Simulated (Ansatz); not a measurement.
Run this with Ansatz's Python interface and show what comes out.

`ch2os2.py`:
```python
import ansatz as az
import numpy as np
from rdkit import Chem
from rdkit.Chem import AllChem

rd = Chem.AddHs(Chem.MolFromSmiles("O=CSS"))
AllChem.EmbedMolecule(rd, randomSeed=326)
AllChem.UFFOptimizeMolecule(rd)
molecule = az.Crystal.molecule()
for atom, xyz in zip(rd.GetAtoms(), rd.GetConformer().GetPositions()):
    molecule = molecule.atom(atom.GetSymbol(), xyz.round(5).tolist())

setup = (
    molecule.calculation()
    .basis(gaussian="def2-SVPD")
    .functional("B3LYP")
    .forces()
)
centre = np.mean([site.position_ang for site in molecule.cartesian_sites], axis=0)
field = 2 * 14.399645 * 2.0 / 40.0 ** 2


def dipole(axis, sign):
    arm = 40.0 * np.eye(3)[axis]
    pair = [{"charge": sign * 2.0, "position_ang": (centre - arm).tolist()}, {"charge": -sign * 2.0, "position_ang": (centre + arm).tolist()}]
    deck = setup.input().set(az.key.basis.gaussian.point_charges, pair)
    return np.array(az.Session.from_dict(deck).plan().execute().report["charge_distribution"]["dipole_moment_e_ang"])


print(f"field {field:.4f} V/A")
alpha = np.array([(dipole(axis, 1) - dipole(axis, -1)) / (2 * field) * 14.399645 for axis in range(3)])
print("polarisability tensor (A^3)")
print(np.array2string(alpha, precision=3, suppress_small=True))
print(f"mean {np.trace(alpha) / 3:.3f} A^3 = {np.trace(alpha) / 3 / 0.14818471:.2f} bohr^3")
```

```console
$ python ch2os2.py
field 0.0360 V/A
polarisability tensor (A^3)
[[10.025 -1.17  -0.839]
 [-1.17   8.326 -0.092]
 [-0.837 -0.091  8.292]]
mean 8.881 A^3 = 59.93 bohr^3
```

Caveats:
- The geometry is a force-field or estimated start, not a minimum of this method, and the basis set is short of its limit. The field of two point charges is only nearly even.
- b3lyp holds the VWN-RPA fit, as in Gaussian; the form of ORCA and Turbomole is b3lyp5.
- The whole script took 28 s on 1 thread of Arm Neoverse V1 (shared host), peak memory 0.35 GiB.
